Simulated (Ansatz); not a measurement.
Input file:

```yaml
crystal:
  periodic: [false, false, false]
  atoms:
    - {symbol: Si, position_ang: [0.000000, 0.000000, 0.000000]}
    - {symbol: N, position_ang: [0.000000, 0.000000, 1.889128]}
basis:
  gaussian: {orbitals: STO-3G}
total_charge: 1
magnetization: {spin_polarized: true, initial_magnetization: 4}
correlation: {method: ccsd, electrons: valence}
accuracy: high
output: {forces: true}
```

```sh
$ ansatz run in.yaml --threads 1 --pin off --events-out ev --progress --plain --max-ram 2393MiB
```

Output:

```
224 factors; integrals over basis functions are off by at most 7.3e-9 eV
mean field evaluation 1: about -9224.2136 eV, gradient 8.4e0 eV
mean field evaluation 2: about -9224.2444 eV, gradient 8.4e0 eV
mean field evaluation 4: about -9225.3864 eV, gradient 1.6e0 eV
mean field evaluation 8: about -9225.4813 eV, gradient 4.3e-4 eV
mean field evaluation 16: about -9224.2135 eV, gradient 8.4e0 eV
mean field evaluation 32: about -9222.6441 eV, gradient 7.6e0 eV
mean field evaluation 64: about -9213.1506 eV, gradient 1.8e0 eV
mean field evaluation 96: about -9218.7075 eV, gradient 9.7e0 eV
mean field -9225.48148966 eV, -339.0301914891 hartree, gradient 1.3e-8 eV, S^2 6.017471; 3 other end points of the search recorded, 0 dependent functions left out
6 core orbitals not correlated: weight in the atoms' cores, before any rotation towards them, 1.000 or more for the frozen orbitals, at most 0.000 for the correlated occupied ones
reference -9225.48148966 eV, -339.0301914891 hartree; 6, 2 occupied and 2, 6 virtual orbitals, 224 factors
second order -0.54552366 eV of doubles, -0.00000000 eV of singles
cycle   1  -0.76858591 eV  change   -2.2e-1 eV  update   5.5e-2
cycle   2  -0.97023839 eV  change   -2.0e-1 eV  update   2.9e-2
...
cycle  15  -1.00818202 eV  change   -2.8e-8 eV  update   6.6e-8
cycle  16  -1.00818206 eV  change   -4.0e-8 eV  update   3.9e-8
cycle  17  -1.00818198 eV  change    8.1e-8 eV  update   2.7e-8
cycle  18  -1.00818200 eV  change   -2.6e-8 eV  update   1.4e-8
cycle  19  -1.00818208 eV  change   -7.9e-8 eV  update   4.8e-8
cycle  20  -1.00818212 eV  change   -3.5e-8 eV  update   2.4e-8
cycle  21  -1.00818213 eV  change   -8.9e-9 eV  update   6.6e-9
cycle  22  -1.00818213 eV  change   -2.9e-9 eV  update   2.8e-9
cycle  23  -1.00818213 eV  change   -1.3e-9 eV  update   1.2e-9
cycle  24  -1.00818213 eV  change  -2.9e-10 eV  update  5.7e-10
the calculation of the forces begins
Total energy: -9226.48967179 eV, -339.0672414991 hartree
Atom 0 at     0.000000     0.000000     0.000000 Å, force     0.000000     0.000000    -3.898367 eV/Å
Atom 1 at     0.000000     0.000000     1.889128 Å, force    -0.000000    -0.000000     3.898367 eV/Å
Dipole moment:     0.000000     0.000000    -0.195450 e Å
```

Forces (eV/Å):
```
Si   0.000  0.000 -3.898
N    0.000  0.000  3.898
```

Ran on 1 thread of Arm Neoverse V2, shared host: 0.24 s wall, 0.06 GiB peak host memory.
